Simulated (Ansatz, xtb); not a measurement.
## Two conformers of CHS2

Structure I: `S=[C]S`, a doublet. Structure II: `S=[C]S`, a doublet. Both are isolated molecules in the gas phase, relaxed with PBE0-D3(BJ)/def2-SVP.

I (Å):

```xyz
4

C    -0.3444    0.5399    0.7874
S     1.1928    0.6631    1.4635
S    -1.3605   -0.6078    0.4068
H     1.2966    2.0155    1.4256
```

II (Å):

```xyz
4

C    -0.6369   -0.4284   -0.2252
S     0.9404   -0.6530    0.2419
S    -1.6150    0.4064   -1.1356
H     1.6040    0.2992   -0.4962
```

Energies in hartree; the thermal terms are from PBE0-D3(BJ)/def2-SVP harmonic frequencies (ideal gas, rigid rotor, one conformer each, 298.15 K, 1 atm) and include the zero-point energy:

|  | I | II |
| --- | --- | --- |
| E, CCSD(T)/def2-TZVP | −834.021219 | −834.019942 |
| zero-point energy | 0.014348 | 0.013890 |
| H(298 K) − E | 0.019045 | 0.018615 |
| G(298 K) − E | −0.012516 | −0.012981 |

Q: Work out ΔE, ΔE₀, ΔH and ΔG for I → II in kJ/mol (1 Eh = 2625.50 kJ/mol) and the equilibrium ratio [II]/[I].

A: 1. ΔE = −834.019942 − (−834.021219) = +0.001277 Eh = +3.35 kJ/mol.
2. ΔE₀ = ΔE + ΔZPE = +0.001277 + (−0.000458) Eh = +2.15 kJ/mol.
3. ΔH = ΔE + (−0.000430) Eh = +2.22 kJ/mol.
4. ΔG = ΔE + (−0.000465) Eh = +2.13 kJ/mol, so ΔS = (ΔH − ΔG)/T = +0.3 J/(mol K).
5. kT = 0.9442 mEh, so K = [II]/[I] = exp(−ΔG/kT) = exp(−0.86) ≈ 0.42.

The two are too close for this level to say which is favoured. An error of 4 kJ/mol in ΔG would change K by a factor of 5. Mirror images and further conformers aren't counted.

Other levels gave ΔE = +1.1 (PBE0-D3(BJ)/def2-SVP); +4.0 (HF/def2-TZVP); +1.9 (MP2/def2-TZVP) kJ/mol. Open shells are spin-unrestricted. The correlated steps freeze 11 core orbitals. Programs: Ansatz 0.2.0.
